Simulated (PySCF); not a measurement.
Peak assignment

Mapped SMILES: `[CH:1]1=[CH:2][CH2:3]1`. Hydrogens are named by the atom that carries them.

Theory: spin–spin couplings from B3LYP/pcJ-1, shielding tensors at PBE0/pcSseg-1 (GIAO), geometry: PBE0-D3(BJ)/def2-SVP, in PySCF (one averaged value for each set of equivalent atoms, no solvent, single conformer, no relativistic terms).

Referencing at the same level of theory: TMS for 13C (184.41 ppm), 1H (31.27 ppm).

(1) Assign these signals to the numbered atoms. 13C{1H} NMR (computed): δ 118.5 (CH), 5.8 (CH2).

(2) Assign these signals to the numbered atoms. 1H NMR (500 MHz, computed): δ 7.29 (t, J = 2.3 Hz, 2H), 1.16 (t, J = 2.3 Hz, 2H).

## Answers

(1) 
118.5 → C1/C2, alkene CH: as expected for a trigonal carbon in a double bond
5.8 → C3, three-membered-ring carbon: carbons of three-membered rings are unusually shielded

(2) 
7.29 → H(C1)/H(C2), hydrogen on an alkene CH: olefinic region
1.16 → H(C3), hydrogen on a three-membered-ring carbon: cyclopropane-type protons are shielded by the ring

Splittings below 1 Hz are ignored in the labels, and close J values are merged. Unscaled 3J(H,H) at this level run about 10 % above measured values. Shifts are as computed. Against solution values, carbons near 30 ppm lie about +2 ppm off and those near 130 ppm about +5 ppm. Of 1211 compounds with measured shifts, 218 miss one by over three times the rms of a fit or turn the order of signals round; such compounds aren't used in these exercises.
